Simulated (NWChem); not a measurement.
hydroxide (OH anion); SMILES [OH-]

```xyz
2

O      0.0000     0.0000     0.1031
H      0.0000     0.0000    -0.8644
```
Atoms are numbered in this order, from 1.

All runs: NWChem. Pople sets run with spherical d functions. Sets without diffuse functions describe the anion's extra electron poorly. Geometry: optimised at B3LYP/def2-SVPD. The highest occupied level is positive in some or all of these runs, so the extra electron may be held by the finite basis. The gas-phase anion has a positive highest level at the geometry level, so the gas reference is doubtful. Solvent water, SMD (1 M gas to 1 M solution), gas-phase geometry. Reactions with the solvent are ignored.

| level | basis functions | solvation free energy (kcal/mol) | cavity-dispersion-structure term (kcal/mol) |
|---|---|---|---|
| B3LYP/STO-3G | 6 | -103.6 | 0.7 |
| B3LYP/3-21G | 11 | -108.3 | 0.7 |
| B3LYP/6-31G* | 16 | -109.0 | 0.7 |
| B3LYP/6-31+G* | 20 | -103.6 | 0.7 |
| B3LYP/6-311G** | 24 | -109.1 | 0.7 |
| B3LYP/6-311++G** | 29 | -102.6 | 0.7 |
